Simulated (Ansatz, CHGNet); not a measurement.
For 1T (CdI2-type) TaS2 (undistorted form, which takes a superstructure on cooling), the machine-learned potential CHGNet 0.3.0 (trained on PBE and PBE+U data) gives:

| Quantity | Result |
|---|---|
| equilibrium lattice constant a | 3.382 Å |
| c axis length | 6.497 Å |

### Question
What does HSE06-D3(BJ) (Ansatz, an electronic-structure program, plane waves, PAW) give for the same quantities?

### Answer

- lattice constant a: 3.302 Å (shrinks by 2.4 %)
- lattice parameter c: 5.694 Å (drops by 12 %)

Changes are worked out from the printed values.

Unless a cell is named, each level is at its own relaxed cell (CHGNet 0.3.0 21.45, HSE06-D3(BJ) 17.92 Å³/atom).

Levels without +SOC leave out spin–orbit coupling, which shifts energies and cells of such heavy elements.

Caveats: exact exchange on metals is sensitive to the k mesh and can open a false gap (HSE06-D3(BJ)). Ansatz's density-functional and Hartree–Fock values are scalar-relativistic unless marked +SOC, with PAW data made under PBE.
